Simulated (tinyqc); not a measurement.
UHF in the sto-3g basis, for NH3+, spin multiplicity 2, step by step (part 2 of 3). Computed by tinyqc, a small Python program that keeps every step (integrals from PySCF). Command: `OMP_NUM_THREADS=1 python tinyqc.py 22728 22729 out.jsonl` (the two numbers bound the seeds that draw the settings). One thread of a shared host (Intel(R) Xeon(R) Processor @ 2.60GHz), about 0.1 s of CPU time with the checks.

Geometry (angstrom):
```
atom        x        y       z
N      0.0000   0.0000  0.1310
H      1.1500   0.0000  0.0000
H     -0.5750   0.9960  0.0000
H     -0.5750  -0.9960  0.0000
```

## Iteration 1: diagonalisation and new density

F(alpha) (hartree), order 1N 1s, 1N 2s, 1N 2px, 1N 2py, 1N 2pz, 2H 1s, 3H 1s, 4H 1s:
```
[[-15.6921, -4.0112, 0.0000, 0.0000, 0.0022, -0.7174, -0.7173, -0.7173],
 [-4.0112, -2.2738, 0.0000, 0.0000, 0.0086, -0.8605, -0.8604, -0.8604],
 [0.0000, 0.0000, -0.7567, 0.0000, 0.0000, -0.5571, 0.2785, 0.2785],
 [0.0000, 0.0000, 0.0000, -0.7567, 0.0000, 0.0000, -0.4824, 0.4824],
 [0.0022, 0.0086, 0.0000, 0.0000, -0.7854, 0.0645, 0.0645, 0.0645],
 [-0.7174, -0.8605, -0.5571, 0.0000, 0.0645, -0.6793, -0.2394, -0.2394],
 [-0.7173, -0.8604, 0.2785, -0.4824, 0.0645, -0.2394, -0.6793, -0.2393],
 [-0.7173, -0.8604, 0.2785, 0.4824, 0.0645, -0.2394, -0.2393, -0.6793]]
```

F(beta) (hartree), order 1N 1s, 1N 2s, 1N 2px, 1N 2py, 1N 2pz, 2H 1s, 3H 1s, 4H 1s:
```
[[-15.6707, -3.9792, 0.0000, 0.0000, 0.0004, -0.7107, -0.7106, -0.7106],
 [-3.9792, -2.1139, 0.0000, 0.0000, 0.0779, -0.8215, -0.8215, -0.8215],
 [0.0000, 0.0000, -0.7148, 0.0000, 0.0000, -0.5484, 0.2742, 0.2742],
 [0.0000, 0.0000, 0.0000, -0.7148, 0.0000, 0.0000, -0.4749, 0.4749],
 [0.0004, 0.0779, 0.0000, 0.0000, -0.0270, 0.0632, 0.0632, 0.0632],
 [-0.7107, -0.8215, -0.5484, 0.0000, 0.0632, -0.6656, -0.2298, -0.2298],
 [-0.7106, -0.8215, 0.2742, -0.4749, 0.0632, -0.2298, -0.6655, -0.2298],
 [-0.7106, -0.8215, 0.2742, 0.4749, 0.0632, -0.2298, -0.2298, -0.6655]]
```

X, order 1N 1s, 1N 2s, 1N 2px, 1N 2py, 1N 2pz, 2H 1s, 3H 1s, 4H 1s:
```
[[1.0245, -0.1462, 0.0000, 0.0000, 0.0025, 0.0206, 0.0206, 0.0206],
 [-0.1462, 1.2617, 0.0000, 0.0000, -0.0251, -0.2454, -0.2454, -0.2454],
 [0.0000, 0.0000, 1.1132, 0.0000, 0.0000, -0.2525, 0.1262, 0.1262],
 [0.0000, 0.0000, 0.0000, 1.1132, 0.0000, 0.0000, -0.2187, 0.2187],
 [0.0025, -0.0251, 0.0000, 0.0000, 1.0026, 0.0258, 0.0258, 0.0258],
 [0.0206, -0.2454, -0.2525, 0.0000, 0.0258, 1.1594, -0.0334, -0.0334],
 [0.0206, -0.2454, 0.1262, -0.2187, 0.0258, -0.0334, 1.1594, -0.0334],
 [0.0206, -0.2454, 0.1262, 0.2187, 0.0258, -0.0334, -0.0334, 1.1594]]
```

Diagonalise F' = X^T F X, C = X C', fill 5 alpha and 4 beta electrons from the bottom; D(s) = C_occ C_occ^T. Each column has its largest component positive (the first on a tie).

F' = X^T F X (alpha) (hartree):
```
[[-15.3941, -2.0952, 0.0000, 0.0000, 0.0106, -0.0715, -0.0715, -0.0715],
 [-2.0952, -1.2389, 0.0000, 0.0000, -0.0355, -0.4047, -0.4047, -0.4047],
 [0.0000, 0.0000, -0.5101, 0.0000, 0.0000, -0.4478, 0.2239, 0.2239],
 [0.0000, 0.0000, 0.0000, -0.5101, 0.0000, 0.0000, -0.3878, 0.3878],
 [0.0106, -0.0355, 0.0000, 0.0000, -0.7802, 0.0424, 0.0424, 0.0424],
 [-0.0715, -0.4047, -0.4478, 0.0000, 0.0424, -0.2616, -0.0667, -0.0667],
 [-0.0715, -0.4047, 0.2239, -0.3878, 0.0424, -0.0667, -0.2617, -0.0667],
 [-0.0715, -0.4047, 0.2239, 0.3878, 0.0424, -0.0667, -0.0667, -0.2617]]
```

orbital energies (alpha) (hartree): [-15.7010, -1.3922, -0.9231, -0.9231, -0.7878, 0.0726, 0.2180, 0.2180]

coefficients C (alpha), order 1N 1s, 1N 2s, 1N 2px, 1N 2py, 1N 2pz, 2H 1s, 3H 1s, 4H 1s:
```
[[0.9932, -0.2302, 0.0000, 0.0000, -0.0183, -0.1805, 0.0000, 0.0000],
 [0.0309, 0.8130, 0.0000, 0.0000, 0.0901, 1.0605, 0.0000, -0.0003],
 [0.0000, 0.0000, 0.7032, 0.0000, 0.0000, -0.0002, 0.0000, -0.9168],
 [0.0000, 0.0000, 0.0000, 0.7032, 0.0000, 0.0000, 0.9167, 0.0000],
 [-0.0009, -0.0134, 0.0000, 0.0000, 0.9932, -0.1460, 0.0000, 0.0000],
 [-0.0058, 0.1497, 0.3842, 0.0000, -0.0344, -0.6598, 0.0000, 0.9300],
 [-0.0058, 0.1497, -0.1921, 0.3327, -0.0344, -0.6601, -0.8053, -0.4648],
 [-0.0058, 0.1497, -0.1921, -0.3327, -0.0344, -0.6601, 0.8053, -0.4648]]
```

F' = X^T F X (beta) (hartree):
```
[[-15.3776, -2.0838, 0.0000, 0.0000, 0.0004, -0.0723, -0.0723, -0.0723],
 [-2.0838, -1.0647, 0.0000, 0.0000, 0.0333, -0.3992, -0.3992, -0.3992],
 [0.0000, 0.0000, -0.4651, 0.0000, 0.0000, -0.4485, 0.2242, 0.2242],
 [0.0000, 0.0000, 0.0000, -0.4651, 0.0000, 0.0000, -0.3884, 0.3884],
 [0.0004, 0.0333, 0.0000, 0.0000, -0.0216, 0.0435, 0.0435, 0.0435],
 [-0.0723, -0.3992, -0.4485, 0.0000, 0.0435, -0.2589, -0.0661, -0.0661],
 [-0.0723, -0.3992, 0.2242, -0.3884, 0.0435, -0.0661, -0.2589, -0.0661],
 [-0.0723, -0.3992, 0.2242, 0.3884, 0.0435, -0.0661, -0.0661, -0.2589]]
```

orbital energies (beta) (hartree): [-15.6780, -1.2751, -0.8949, -0.8948, -0.0287, 0.1268, 0.2370, 0.2370]

coefficients C (beta), order 1N 1s, 1N 2s, 1N 2px, 1N 2py, 1N 2pz, 2H 1s, 3H 1s, 4H 1s:
```
[[0.9938, -0.2182, 0.0000, 0.0000, -0.0608, -0.1825, 0.0000, -0.0001],
 [0.0281, 0.7553, 0.0000, 0.0000, 0.3144, 1.0604, 0.0000, 0.0004],
 [0.0000, 0.0000, 0.6862, 0.0000, 0.0000, -0.0003, 0.0000, 0.9295],
 [0.0000, 0.0000, 0.0000, 0.6862, 0.0000, 0.0000, 0.9295, 0.0000],
 [-0.0008, -0.0504, 0.0000, 0.0000, 0.9509, -0.3179, 0.0000, -0.0001],
 [-0.0053, 0.1833, 0.4013, 0.0000, -0.1400, -0.6369, 0.0000, -0.9229],
 [-0.0053, 0.1833, -0.2006, 0.3475, -0.1400, -0.6373, -0.7990, 0.4611],
 [-0.0053, 0.1833, -0.2006, -0.3475, -0.1400, -0.6373, 0.7990, 0.4611]]
```

D(alpha) after iteration 1, order 1N 1s, 1N 2s, 1N 2px, 1N 2py, 1N 2pz, 2H 1s, 3H 1s, 4H 1s:
```
[[1.0397, -0.1581, 0.0000, 0.0000, -0.0159, -0.0396, -0.0396, -0.0396],
 [-0.1581, 0.6701, 0.0000, 0.0000, 0.0786, 0.1185, 0.1185, 0.1185],
 [0.0000, 0.0000, 0.4945, 0.0000, 0.0000, 0.2702, -0.1351, -0.1351],
 [0.0000, 0.0000, 0.0000, 0.4945, 0.0000, 0.0000, 0.2340, -0.2340],
 [-0.0159, 0.0786, 0.0000, 0.0000, 0.9866, -0.0361, -0.0361, -0.0361],
 [-0.0396, 0.1185, 0.2702, 0.0000, -0.0361, 0.1712, -0.0502, -0.0502],
 [-0.0396, 0.1185, -0.1351, 0.2340, -0.0361, -0.0502, 0.1712, -0.0502],
 [-0.0396, 0.1185, -0.1351, -0.2340, -0.0361, -0.0502, -0.0502, 0.1712]]
```

D(beta) after iteration 1, order 1N 1s, 1N 2s, 1N 2px, 1N 2py, 1N 2pz, 2H 1s, 3H 1s, 4H 1s:
```
[[1.0353, -0.1369, 0.0000, 0.0000, 0.0102, -0.0452, -0.0452, -0.0452],
 [-0.1369, 0.5712, 0.0000, 0.0000, -0.0381, 0.1383, 0.1383, 0.1383],
 [0.0000, 0.0000, 0.4709, 0.0000, 0.0000, 0.2753, -0.1377, -0.1377],
 [0.0000, 0.0000, 0.0000, 0.4709, 0.0000, 0.0000, 0.2385, -0.2385],
 [0.0102, -0.0381, 0.0000, 0.0000, 0.0025, -0.0092, -0.0092, -0.0092],
 [-0.0452, 0.1383, 0.2753, 0.0000, -0.0092, 0.1946, -0.0469, -0.0469],
 [-0.0452, 0.1383, -0.1377, 0.2385, -0.0092, -0.0469, 0.1946, -0.0469],
 [-0.0452, 0.1383, -0.1377, -0.2385, -0.0092, -0.0469, -0.0469, 0.1946]]
```

Within a degenerate level the vectors are fixed only up to a rotation; this is one choice.

## Iteration 2: building the Fock matrix

core Hamiltonian H = T + V (hartree), order 1N 1s, 1N 2s, 1N 2px, 1N 2py, 1N 2pz, 2H 1s, 3H 1s, 4H 1s:
```
[[-25.5668, -5.8837, 0.0000, 0.0000, 0.0041, -1.0458, -1.0457, -1.0457],
 [-5.8837, -7.6154, 0.0000, 0.0000, 0.0497, -2.5957, -2.5954, -2.5954],
 [0.0000, 0.0000, -6.3138, 0.0000, 0.0000, -2.0729, 1.0363, 1.0363],
 [0.0000, 0.0000, 0.0000, -6.3138, 0.0000, 0.0000, -1.7951, 1.7951],
 [0.0041, 0.0497, 0.0000, 0.0000, -6.1734, 0.2471, 0.2471, 0.2471],
 [-1.0458, -2.5957, -2.0729, 0.0000, 0.2471, -4.1452, -0.6823, -0.6823],
 [-1.0457, -2.5954, 1.0363, -1.7951, 0.2471, -0.6823, -4.1451, -0.6822],
 [-1.0457, -2.5954, 1.0363, 1.7951, 0.2471, -0.6823, -0.6822, -4.1451]]
```

nuclear repulsion = 10.397789 hartree

Given earlier and not repeated: Two-electron integrals (ij|kl) in chemists' order.

J_ij = sum D_kl (ij|kl) with D = D(alpha) + D(beta), K_ij = sum D_kl (ik|jl) for each spin; F = H + J - K(s); E = tr D H + tr D J / 2 - 0.5 sum_s tr D(s) K(s) + E_nn.

Coulomb J (hartree), order 1N 1s, 1N 2s, 1N 2px, 1N 2py, 1N 2pz, 2H 1s, 3H 1s, 4H 1s:
```
[[13.9201, 2.5618, 0.0000, 0.0000, -0.0031, 0.4539, 0.4538, 0.4538],
 [2.5618, 6.3092, 0.0000, 0.0000, -0.0325, 2.1468, 2.1466, 2.1466],
 [0.0000, 0.0000, 6.3312, 0.0000, 0.0000, 1.8630, -0.9314, -0.9314],
 [0.0000, 0.0000, 0.0000, 6.3312, 0.0000, 0.0000, 1.6133, -1.6133],
 [-0.0031, -0.0325, 0.0000, 0.0000, 6.2447, -0.2194, -0.2194, -0.2194],
 [0.4539, 2.1468, 1.8630, 0.0000, -0.2194, 3.9318, 0.5564, 0.5564],
 [0.4538, 2.1466, -0.9314, 1.6133, -0.2194, 0.5564, 3.9317, 0.5563],
 [0.4538, 2.1466, -0.9314, -1.6133, -0.2194, 0.5564, 0.5563, 3.9317]]
```

exchange K(alpha) (hartree), order 1N 1s, 1N 2s, 1N 2px, 1N 2py, 1N 2pz, 2H 1s, 3H 1s, 4H 1s:
```
[[4.2397, 0.7162, 0.0000, 0.0000, -0.0005, 0.1321, 0.1321, 0.1321],
 [0.7162, 1.0951, 0.0000, 0.0000, 0.0160, 0.4359, 0.4358, 0.4358],
 [0.0000, 0.0000, 0.8216, 0.0000, 0.0000, 0.3712, -0.1856, -0.1856],
 [0.0000, 0.0000, 0.0000, 0.8216, 0.0000, 0.0000, 0.3215, -0.3215],
 [-0.0005, 0.0160, 0.0000, 0.0000, 0.9608, -0.0429, -0.0429, -0.0429],
 [0.1321, 0.4359, 0.3712, 0.0000, -0.0429, 0.4937, 0.1017, 0.1017],
 [0.1321, 0.4358, -0.1856, 0.3215, -0.0429, 0.1017, 0.4936, 0.1017],
 [0.1321, 0.4358, -0.1856, -0.3215, -0.0429, 0.1017, 0.1017, 0.4936]]
```

exchange K(beta) (hartree), order 1N 1s, 1N 2s, 1N 2px, 1N 2py, 1N 2pz, 2H 1s, 3H 1s, 4H 1s:
```
[[4.2142, 0.6833, 0.0000, 0.0000, -0.0006, 0.1253, 0.1253, 0.1253],
 [0.6833, 0.9087, 0.0000, 0.0000, -0.0586, 0.3985, 0.3984, 0.3984],
 [0.0000, 0.0000, 0.7629, 0.0000, 0.0000, 0.3656, -0.1828, -0.1828],
 [0.0000, 0.0000, 0.0000, 0.7629, 0.0000, 0.0000, 0.3166, -0.3166],
 [-0.0006, -0.0586, 0.0000, 0.0000, 0.1961, -0.0359, -0.0359, -0.0359],
 [0.1253, 0.3985, 0.3656, 0.0000, -0.0359, 0.4995, 0.0956, 0.0956],
 [0.1253, 0.3984, -0.1828, 0.3166, -0.0359, 0.0956, 0.4995, 0.0956],
 [0.1253, 0.3984, -0.1828, -0.3166, -0.0359, 0.0956, 0.0956, 0.4995]]
```

F(alpha) (hartree), order 1N 1s, 1N 2s, 1N 2px, 1N 2py, 1N 2pz, 2H 1s, 3H 1s, 4H 1s:
```
[[-15.8864, -4.0382, 0.0000, 0.0000, 0.0016, -0.7241, -0.7240, -0.7240],
 [-4.0382, -2.4014, 0.0000, 0.0000, 0.0012, -0.8847, -0.8846, -0.8846],
 [0.0000, 0.0000, -0.8041, 0.0000, 0.0000, -0.5811, 0.2905, 0.2905],
 [0.0000, 0.0000, 0.0000, -0.8041, 0.0000, 0.0000, -0.5032, 0.5032],
 [0.0016, 0.0012, 0.0000, 0.0000, -0.8894, 0.0707, 0.0707, 0.0707],
 [-0.7241, -0.8847, -0.5811, 0.0000, 0.0707, -0.7071, -0.2276, -0.2276],
 [-0.7240, -0.8846, 0.2905, -0.5032, 0.0707, -0.2276, -0.7070, -0.2275],
 [-0.7240, -0.8846, 0.2905, 0.5032, 0.0707, -0.2276, -0.2275, -0.7070]]
```

F(beta) (hartree), order 1N 1s, 1N 2s, 1N 2px, 1N 2py, 1N 2pz, 2H 1s, 3H 1s, 4H 1s:
```
[[-15.8609, -4.0053, 0.0000, 0.0000, 0.0017, -0.7173, -0.7172, -0.7172],
 [-4.0053, -2.2150, 0.0000, 0.0000, 0.0758, -0.8473, -0.8473, -0.8473],
 [0.0000, 0.0000, -0.7455, 0.0000, 0.0000, -0.5754, 0.2877, 0.2877],
 [0.0000, 0.0000, 0.0000, -0.7455, 0.0000, 0.0000, -0.4983, 0.4983],
 [0.0017, 0.0758, 0.0000, 0.0000, -0.1248, 0.0636, 0.0636, 0.0636],
 [-0.7173, -0.8473, -0.5754, 0.0000, 0.0636, -0.7129, -0.2215, -0.2215],
 [-0.7172, -0.8473, 0.2877, -0.4983, 0.0636, -0.2215, -0.7129, -0.2214],
 [-0.7172, -0.8473, 0.2877, 0.4983, 0.0636, -0.2215, -0.2214, -0.7129]]
```

total energy of this density = -55.171356 hartree

## Iteration 2: diagonalisation and new density

As before.

F' = X^T F X (alpha) (hartree):
```
[[-15.5930, -2.0775, 0.0000, 0.0000, 0.0108, -0.0766, -0.0766, -0.0766],
 [-2.0775, -1.3928, 0.0000, 0.0000, -0.0455, -0.4023, -0.4022, -0.4022],
 [0.0000, 0.0000, -0.5524, 0.0000, 0.0000, -0.4567, 0.2283, 0.2283],
 [0.0000, 0.0000, 0.0000, -0.5524, 0.0000, 0.0000, -0.3955, 0.3955],
 [0.0108, -0.0455, 0.0000, 0.0000, -0.8835, 0.0485, 0.0485, 0.0485],
 [-0.0766, -0.4023, -0.4567, 0.0000, 0.0485, -0.2838, -0.0498, -0.0498],
 [-0.0766, -0.4022, 0.2283, -0.3955, 0.0485, -0.0498, -0.2838, -0.0498],
 [-0.0766, -0.4022, 0.2283, 0.3955, 0.0485, -0.0498, -0.0498, -0.2838]]
```

orbital energies (alpha) (hartree): [-15.8941, -1.4977, -0.9748, -0.9748, -0.8935, 0.0327, 0.1883, 0.1883]

coefficients C (alpha), order 1N 1s, 1N 2s, 1N 2px, 1N 2py, 1N 2pz, 2H 1s, 3H 1s, 4H 1s:
```
[[0.9936, -0.2385, 0.0000, 0.0000, -0.0158, -0.1669, 0.0000, 0.0000],
 [0.0288, 0.8695, 0.0000, 0.0000, 0.0857, 1.0151, 0.0000, -0.0003],
 [0.0000, 0.0000, 0.7021, 0.0000, 0.0000, -0.0002, 0.0000, -0.9176],
 [0.0000, 0.0000, 0.0000, 0.7021, 0.0000, 0.0000, 0.9176, 0.0000],
 [-0.0008, -0.0040, 0.0000, 0.0000, 0.9918, -0.1554, 0.0000, 0.0000],
 [-0.0052, 0.1140, 0.3854, 0.0000, -0.0433, -0.6664, 0.0000, 0.9295],
 [-0.0052, 0.1139, -0.1927, 0.3337, -0.0433, -0.6667, -0.8048, -0.4645],
 [-0.0052, 0.1139, -0.1927, -0.3337, -0.0433, -0.6667, 0.8048, -0.4645]]
```

F' = X^T F X (beta) (hartree):
```
[[-15.5720, -2.0703, 0.0000, 0.0000, 0.0014, -0.0769, -0.0768, -0.0768],
 [-2.0703, -1.1790, 0.0000, 0.0000, 0.0334, -0.3999, -0.3999, -0.3999],
 [0.0000, 0.0000, -0.4856, 0.0000, 0.0000, -0.4615, 0.2307, 0.2307],
 [0.0000, 0.0000, 0.0000, -0.4856, 0.0000, 0.0000, -0.3997, 0.3997],
 [0.0014, 0.0334, 0.0000, 0.0000, -0.1197, 0.0417, 0.0417, 0.0417],
 [-0.0769, -0.3999, -0.4615, 0.0000, 0.0417, -0.3020, -0.0514, -0.0514],
 [-0.0768, -0.3999, 0.2307, -0.3997, 0.0417, -0.0514, -0.3020, -0.0514],
 [-0.0768, -0.3999, 0.2307, 0.3997, 0.0417, -0.0514, -0.0514, -0.3020]]
```

orbital energies (beta) (hartree): [-15.8672, -1.3580, -0.9454, -0.9454, -0.1244, 0.0743, 0.2092, 0.2092]

coefficients C (beta), order 1N 1s, 1N 2s, 1N 2px, 1N 2py, 1N 2pz, 2H 1s, 3H 1s, 4H 1s:
```
[[0.9943, -0.2238, 0.0000, 0.0000, -0.0469, -0.1771, 0.0000, 0.0000],
 [0.0259, 0.7946, 0.0000, 0.0000, 0.2410, 1.0509, 0.0000, 0.0003],
 [0.0000, 0.0000, 0.6684, 0.0000, 0.0000, -0.0002, 0.0000, 0.9424],
 [0.0000, 0.0000, 0.0000, 0.6684, 0.0000, 0.0000, 0.9424, 0.0000],
 [-0.0008, -0.0502, 0.0000, 0.0000, 0.9692, -0.2568, 0.0000, -0.0001],
 [-0.0047, 0.1598, 0.4187, 0.0000, -0.1020, -0.6504, 0.0000, -0.9150],
 [-0.0047, 0.1598, -0.2094, 0.3626, -0.1020, -0.6507, -0.7923, 0.4573],
 [-0.0047, 0.1598, -0.2094, -0.3626, -0.1020, -0.6507, 0.7923, 0.4573]]
```

D(alpha) after iteration 2, order 1N 1s, 1N 2s, 1N 2px, 1N 2py, 1N 2pz, 2H 1s, 3H 1s, 4H 1s:
```
[[1.0444, -0.1801, 0.0000, 0.0000, -0.0155, -0.0317, -0.0317, -0.0317],
 [-0.1801, 0.7642, 0.0000, 0.0000, 0.0815, 0.0952, 0.0952, 0.0952],
 [0.0000, 0.0000, 0.4929, 0.0000, 0.0000, 0.2706, -0.1353, -0.1353],
 [0.0000, 0.0000, 0.0000, 0.4929, 0.0000, 0.0000, 0.2343, -0.2343],
 [-0.0155, 0.0815, 0.0000, 0.0000, 0.9837, -0.0434, -0.0434, -0.0434],
 [-0.0317, 0.0952, 0.2706, 0.0000, -0.0434, 0.1634, -0.0594, -0.0594],
 [-0.0317, 0.0952, -0.1353, 0.2343, -0.0434, -0.0594, 0.1634, -0.0594],
 [-0.0317, 0.0952, -0.1353, -0.2343, -0.0434, -0.0594, -0.0594, 0.1634]]
```

D(beta) after iteration 2, order 1N 1s, 1N 2s, 1N 2px, 1N 2py, 1N 2pz, 2H 1s, 3H 1s, 4H 1s:
```
[[1.0387, -0.1521, 0.0000, 0.0000, 0.0105, -0.0404, -0.0404, -0.0404],
 [-0.1521, 0.6321, 0.0000, 0.0000, -0.0399, 0.1269, 0.1269, 0.1269],
 [0.0000, 0.0000, 0.4468, 0.0000, 0.0000, 0.2799, -0.1399, -0.1399],
 [0.0000, 0.0000, 0.0000, 0.4468, 0.0000, 0.0000, 0.2424, -0.2424],
 [0.0105, -0.0399, 0.0000, 0.0000, 0.0025, -0.0080, -0.0080, -0.0080],
 [-0.0404, 0.1269, 0.2799, 0.0000, -0.0080, 0.2009, -0.0621, -0.0621],
 [-0.0404, 0.1269, -0.1399, 0.2424, -0.0080, -0.0621, 0.2009, -0.0621],
 [-0.0404, 0.1269, -0.1399, -0.2424, -0.0080, -0.0621, -0.0621, 0.2009]]
```

Within a degenerate level the vectors are fixed only up to a rotation; this is one choice.
